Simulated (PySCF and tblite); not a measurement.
The numbers below are computed, except where a source is named.
C4H9F, numbered as in [CH3:1][CH2:2][CH2:3][CH2:4][F:5].

Conformers came from 90 starts (ETKDG and KDG, MMFF94s, GFN2-xTB); geometries are PBE0-D3(BJ)/def2-SVP. Energies: PBE0-D3(BJ)/def2-TZVP, with GFN2-xTB thermal terms (modes under about 100 cm⁻¹ blended into free rotors). Symmetry numbers and mirror images are counted. Conformers within 4 kcal/mol (GFN2-xTB free energy) were kept, 7 at most. Programs: PySCF with density fitting and tblite.

An NOE distance is ⟨r⁻⁶⟩^(−1/6) over all pairs of like atoms and, for the average, over conformers.

Torsions listed: C1–C2–C3–C4, C2–C3–C4–F5. Of a mirror pair one member is shown.

```json
{"conformer": "1", "shape": "177°, -61°", "weight %": "49.8"}
{"conformer": "2", "shape": "180°, 180°", "weight %": "18.6"}
{"conformer": "3", "shape": "-62°, -56°", "weight %": "17.6"}
{"conformer": "4", "shape": "64°, 175°", "weight %": "8.8"}
```

Not shown: 1 more, 5.3 % in all.

Problem. Which H–H contacts under 3.5 Å would NOEs report (pairs on one atom left out) at 298.15 K?

Solution. 
```
     pair  in 1 (Å)  in 2 (Å)  in 3 (Å)  in 4 (Å)  average (Å)
H3 ··· H4      2.56      2.69      2.55      2.69         2.59
H1 ··· H2      2.63      2.63      2.63      2.63         2.63
H2 ··· H3      2.70      2.71      2.55      2.56         2.65
H2 ··· H4      3.03      2.75      3.65      3.04         3.02
H1 ··· H3      2.95      2.95      3.27      3.26         3.03
```

Longer pairs under the limit may be missing.
